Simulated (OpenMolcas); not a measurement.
# C2H5O (SMILES C[CH]O): a first try and a second

Wanted: a single-point energy of C2H5O, USVWN5/jul-cc-pV(D+d)Z (RICD fitting, C-PCM dichloroethane, fermi aufbau 0).

The results are computed with OpenMolcas 26.06.

### 1 The structure to begin with

C2H5O: 8 atoms, total charge 0, spin state doublet. As SMILES, `C[CH]O`. Geometry: relaxed at GFN2-xTB.

Bond lengths: C1–C2 1.476 Å, C2–O3 1.377 Å, C1–H4 1.094 Å, C1–H5 1.094 Å, C1–H6 1.087 Å, C2–H7 1.074 Å, O3–H8 0.961 Å. Angles: C1–C2–O3 117.6°, C1–C2–H7 123.0°, O3–C2–H7 119.3°, C2–C1–H4 111.7°, C2–C1–H5 111.7°, C2–C1–H6 108.8°, C2–O3–H8 109.9°, H4–C1–H5 107.0°, H4–C1–H6 108.8°, H5–C1–H6 108.9°.

### 2 First attempt

run.input

```
&GATEWAY
 BasLib
 $CurrDir
 Coord
 8
 angstrom
 C       -0.472860       0.776480      -0.312560
 C        0.199510      -0.516610      -0.081080
 O        0.759110      -0.731940       1.158600
 H       -1.528120       0.642540      -0.569830
 H        1.199590      -1.396100       1.282950
 H       -0.406030       1.373580       0.592710
 H        0.280110      -1.277950      -0.834520
 H        1.179590      -1.596100       1.182950
 Basis
 jul-cc-pVDpdZ
 Group
 Full
 RICD
 RF-Input
 PCM-Model
 Solvent=dichloroethane
 Conductor
 End of RF-Input

&SEWARD

&SCF
 UHF
 Spin
 2
 KSDFT
 SVWN5
 Iterations
 55
 PrOrbitals
 1 1
```

The basis set jul-cc-pV(D+d)Z is read from a file made from the Basis Set Exchange's data (not shown).

Launch:

```bash
$ export MOLCAS_MEM=1860
$ pymolcas run.input > run.log
```

Output:

```text
--- Start Module: gateway ---

                                              &GATEWAY

                       available to each process: 1.9 GB of memory, 1 thread

 Basis Set     1 Label: C.JUL-CC-PVDPDZ
 Basis set is read from library:.
 basistype.tbl is not found

 Basis Set     2 Label: O.JUL-CC-PVDPDZ
 Basis set is read from library:.
 basistype.tbl is not found

 Basis Set     3 Label: H.JUL-CC-PVDPDZ
 Basis set is read from library:.
 basistype.tbl is not found

++    Symmetry information:
      ---------------------

                    Character Table for C1

                             E
                    a        1  x, y, xy, Rz, z, xz, Ry, yz, Rx, I
--

++    Basis set information:
      ----------------------

      Basis set label: C.JUL-CC-PVDPDZ.........

[... 170 lines left out ...]
      Nuclear repulsion energy =   79.01181528
[... 76 lines left out ...]
++ Convergence information
                               UHF SVWN5      iterations: Energy and convergence statistics
[... 21 lines left out ...]
       Convergence after  17 Iterations
[... 3 lines left out ...]
 *                                             SCF/KS-DFT Program, Final results                                             *
 *                                                       Final Results                                                       *
[... 97 lines left out ...]
      Title: Natural orbitals
[... 39 lines left out ...]
          Orbital           91
          Energy            8.8883
          Occ. No.          0.0000

--

++    Molecular properties:
      ---------------------

      Charge (e):
                      =   -0.0000
      Dipole Moment (debye):
      Origin of the operator (angstrom)=    0.2130   -0.2412    0.3436
                   X=  8.1219E-02               Y= -1.9611E+00               Z=  7.9943E-01           Total=  2.1193E+00
      Quadrupole Moment (debye*angstrom):
      Origin of the operator (angstrom)=    0.2130   -0.2412    0.3436
                  XX= -2.1166E+01              XY= -2.9503E-01              XZ=  8.5821E-01              YY= -2.2398E+01
                  YZ=  2.4993E+00              ZZ= -2.2480E+01
      In traceless form (debye*angstrom)
                  XX=  1.2728E+00              XY= -4.4254E-01              XZ=  1.2873E+00              YY= -5.7494E-01
                  YZ=  3.7490E+00              ZZ= -6.9784E-01
--

--- Stop Module: scf /rc=_RC_ALL_IS_WELL_ ---
--- Module scf spent 18 seconds ---

.##################.
.# Happy landing! #.
.##################.

    Timing: Wall=20.89 User=18.64 System=2.18
```

Run time: 21 s. Hardware: 1 thread of AMD EPYC 7R43 (Zen 3), shared host; peak memory 0.23 GiB.

### 3 Diagnosis

The program ended normally, but the settings are unsound, so its numbers aren't properties of the molecule.

The fault: two atoms lie on top of or far too near each other. As the program read them, the closest atoms are 0.22 Å apart, against 0.96 Å in the sound input.

### 4 Second attempt

run.inp

```
>>> EXPORT MOLCAS_PRINT=2

&GATEWAY
 BasLib
 $CurrDir
 Coord
 8
 angstrom
 C       -0.472860       0.776480      -0.312560
 C        0.199510      -0.516610      -0.081080
 O        0.759110      -0.731940       1.158600
 H       -1.528120       0.642540      -0.569830
 H       -0.011310       1.330010      -1.136260
 H       -0.406030       1.373580       0.592710
 H        0.280110      -1.277950      -0.834520
 H        1.179590      -1.596100       1.182950
 Basis
 jul-cc-pVDpdZ
 Group
 Full
 RICD
 RF-Input
 PCM-Model
 Solvent=dichloroethane
 Conductor
 End of RF-Input

&SEWARD

&SCF
 UHF
 Spin
 2
 KSDFT
 SVWN5
 Fermi
 0
 PrOrbitals
 1 1
```

The basis set jul-cc-pV(D+d)Z is read from a file made from the Basis Set Exchange's data (not shown).

Launch:

```bash
$ export MOLCAS_MEM=1860
$ pymolcas run.inp > run.log
```

Output:

```text
--- Start Module: gateway ---

                                              &GATEWAY

                       available to each process: 1.9 GB of memory, 1 thread

 Basis Set     1 Label: C.JUL-CC-PVDPDZ
 Basis set is read from library:.
 basistype.tbl is not found

 Basis Set     2 Label: O.JUL-CC-PVDPDZ
 Basis set is read from library:.
 basistype.tbl is not found

 Basis Set     3 Label: H.JUL-CC-PVDPDZ
 Basis set is read from library:.
 basistype.tbl is not found

++    Symmetry information:
      ---------------------

                    Character Table for C1

                             E
                    a        1  x, y, xy, Rz, z, xz, Ry, yz, Rx, I
--

++    Basis set information:
      ----------------------

      Basis set label: C.JUL-CC-PVDPDZ.........

[... 169 lines left out ...]
      Nuclear repulsion energy =   74.86509057
[... 71 lines left out ...]
++ Convergence information
                               UHF SVWN5      iterations: Energy and convergence statistics
[... 23 lines left out ...]
       Convergence after  14 Iterations
[... 3 lines left out ...]
 *                                             SCF/KS-DFT Program, Final results                                             *
 *                                                       Final Results                                                       *
[... 97 lines left out ...]
      Title: Natural orbitals
[... 39 lines left out ...]
          Orbital           91
          Energy            3.1279
          Occ. No.          0.0000

--

++    Molecular properties:
      ---------------------

      Charge (e):
                      =   -0.0000
      Dipole Moment (debye):
      Origin of the operator (angstrom)=    0.1859   -0.1802    0.2895
                   X=  4.3326E-01               Y= -1.4228E+00               Z= -7.4302E-01           Total=  1.6626E+00
      Quadrupole Moment (debye*angstrom):
      Origin of the operator (angstrom)=    0.1859   -0.1802    0.2895
                  XX= -1.9655E+01              XY= -2.8650E+00              XZ=  8.0448E-01              YY= -1.6088E+01
                  YZ= -1.0751E+00              ZZ= -2.0481E+01
      In traceless form (debye*angstrom)
                  XX= -1.3703E+00              XY= -4.2975E+00              XZ=  1.2067E+00              YY=  3.9802E+00
                  YZ= -1.6127E+00              ZZ= -2.6099E+00
--

--- Stop Module: scf /rc=_RC_ALL_IS_WELL_ ---
--- Module scf spent 14 seconds ---

.##################.
.# Happy landing! #.
.##################.

    Timing: Wall=17.07 User=15.25 System=1.76
```

It took 18 s on 1 thread of AMD EPYC 7R43 (Zen 3), shared host; peak memory 0.23 GiB.

### 5 Summary of results

At USVWN5/jul-cc-pV(D+d)Z (RICD fitting, C-PCM dichloroethane, fermi aufbau 0):

| quantity | value |
| --- | --- |
| total energy | -153.10825 Eh |
| HOMO energy (highest over α and β) | -2.94 eV |
| LUMO energy (lowest over α and β) | -1.68 eV |
| ⟨S²⟩ | 0.752 |

**Reading.** The first attempt's energy was +39.253 eV off this one.
